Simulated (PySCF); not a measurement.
**C4H6N: g tensor and hyperfine couplings**

C4H6N (doublet state).
Bonds: C1–C2, C2–C3, C3–C4, C4–N5 (double), C1–N5. Hydrogens: H6 on C1; H7, H8 on C2; H9, H10 on C3; H11 on C4.

As a line formula: `[CH]1CCC=N1` [radical].

Method used: UKS B3LYP, IGLO-III on C N, pcH-1 on H, non-relativistic, mean-field spin-orbit, GIAO (PySCF 2.14.0). Isolated species at its PBE0-D3(BJ)/def2-SVP geometry, gas phase. The SCF solution wasn't tested for stability. ⟨S²⟩ is 0.774 where a pure state has 0.75.

```json
{
  "g1, g2, g3": "2.00217, 2.00245, 2.00254",
  "g_iso": "2.00239",
  "Form of g": "rhombic: the two nearest values differ by 23 % of g3 − g1",
  "⟨S²⟩": "0.7737 (exact 0.7500)",
  "α and β electrons": "19, 18",
  "HOMO–LUMO gap, α and β orbitals": "5.18, 5.50 eV",
  "Total energy": "-210.80980 Eh",
  "Basis functions": "235"
}
```

Isotropic coupling and dipolar principal values T1 to T3, in G (MHz turned into gauss with g_iso; 10 G = 1 mT):

| atom | isotope | a_iso | T1 | T2 | T3 | Mulliken spin population |
| --- | --- | --- | --- | --- | --- | --- |
| C1 | 13C | 21.1 | -18.8 | -17.8 | 36.5 | 0.66 |
| C2 | 13C | -6.4 | -0.3 | 0.1 | 0.2 | -0.06 |
| C3 | 13C | -6.4 | -0.3 | 0.1 | 0.2 | -0.06 |
| C4 | 13C | 21.1 | -18.8 | -17.8 | 36.5 | 0.66 |
| N5 | 14N | -3.7 | -4.8 | 2.3 | 2.5 | -0.25 |
| H6 | 1H | -16.5 | -9.0 | -0.1 | 9.1 | -0.04 |
| H7 | 1H | 25.4 | -1.3 | -0.7 | 2.0 | 0.03 |
| H8 | 1H | 25.2 | -1.3 | -0.7 | 2.0 | 0.03 |
| H9 | 1H | 25.4 | -1.3 | -0.7 | 2.0 | 0.03 |
| H10 | 1H | 25.1 | -1.3 | -0.7 | 2.0 | 0.03 |
| H11 | 1H | -16.5 | -9.0 | -0.1 | 9.1 | -0.04 |

Largest spin populations (Mulliken): C1 (+0.66), C4 (+0.66) and N5 (-0.25). The angles at C1 add up to 360.0°, so it is planar; its axial dipolar tensor and the negative coupling of its proton fit spin in a p orbital normal to that plane.

Axes: g2 points within 12° of the C1–C2 bond.

Under fast tumbling the dipolar parts average out, and these isotropic splittings remain: 4 × 1H (H7/H8/H9/H10, I = 1/2, 5 lines) with 2.53 mT, 2 × 1H (H6/H11, I = 1/2, 3 lines) with 1.65 mT and 1 × 14N (N5, I = 1, 3 lines) with 0.37 mT.

Nuclei that the bonding pattern makes equivalent are averaged, as if the motion that swaps them (rotation, inversion, ring flip) were fast.

The 13C coupling of C1/C4 (mean 59.2 MHz) shows only in satellite lines or after enrichment, since that isotope makes up about 1.07 % of natural carbon.
